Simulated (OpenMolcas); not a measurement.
# CH2ClF (chlorofluoromethane): a line through the functionals

The species is CH2ClF (5 atoms), meant as a singlet with charge 0. SMILES: `FCCl`. The coordinates come from a PBE0-D4/def2-TZVP relaxation.

The HOMO–LUMO gap y, in eV, basis aug-cc-pVDZ; a is the functional's share of exact exchange. Programs: OpenMolcas 26.06.

| functional | program | a | y (eV) |
| --- | --- | --- | --- |
| TPSS | OpenMolcas | 0 | 6.92 |
| PBE | OpenMolcas | 0 | 6.63 |
| B3LYP | OpenMolcas | 0.2 | ? |
| PBE0 | OpenMolcas | 0.25 | 8.75 |
| BHLYP | OpenMolcas | 0.5 | 10.40 |

Q: Fit y = c + s·a to the known rows and predict B3LYP.

A: 
1. Means of the 4 rows: a = 0.1875, y = 8.175.
2. Σ(Δa)² = 0.17188, Σ(Δa·Δy) = 1.2563, so the slope is 1.2563/0.17188 = 7.3092.
3. Intercept: 8.175 − (7.3092) × 0.1875 = 6.805. The largest residual of the fit is 0.17.
4. B3LYP: 6.805 + (7.3092) × 0.2 = 8.27 eV.

The run gave 8.23 eV, so the prediction is off by +0.04 eV, within the scatter of the fit. Exact exchange lowers occupied levels and raises empty ones. The rows mix families of semi-local functionals, which the line can't see.
